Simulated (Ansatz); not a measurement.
Results of r²SCAN+rVV10 in Ansatz (plane waves, PAW) for 1T (CdI2-type) SnSe₂.

Numerical settings: plane-wave cutoff 560 eV, 12×12×6 k mesh (along the axes of the cell as run), Fermi–Dirac smearing 0.01 eV, scalar-relativistic PAW data made under PBE.

Properties against volume:

Shape and atoms are relaxed at each volume.

| V (Å³/atom) | P (GPa) | direct gap at Γ (eV) | smallest gap on the k mesh (eV) | c (Å) |
|---|---|---|---|---|
| 25.278 | 1.26 | 1.416 | 0.756 | 6.044 |
| 25.805 | 0.56 | 1.464 | 0.846 | 6.137 |
| 26.331 | 0.00 | 1.522 | 0.934 | 6.233 |
| 26.858 | -0.43 | 1.590 | 0.969 | 6.333 |
| 27.384 | -0.76 | 1.663 | 0.978 | 6.439 |

The fundamental gap (0.93 eV at the equilibrium volume, with added k points) lies elsewhere than Γ–Γ.

Measured, for comparison: band gap 0.98 eV (temperature not stated, no zero-point or thermal correction, indirect, our sources range from 0.98 to 1.06; as tabulated in Gonzalez and Oleynik (2016), arXiv:1609.04381).

Note: the bulk modulus comes from volumes at which shape and atoms were relaxed.

Spin–orbit coupling is not included.

Ansatz is a first-principles code.
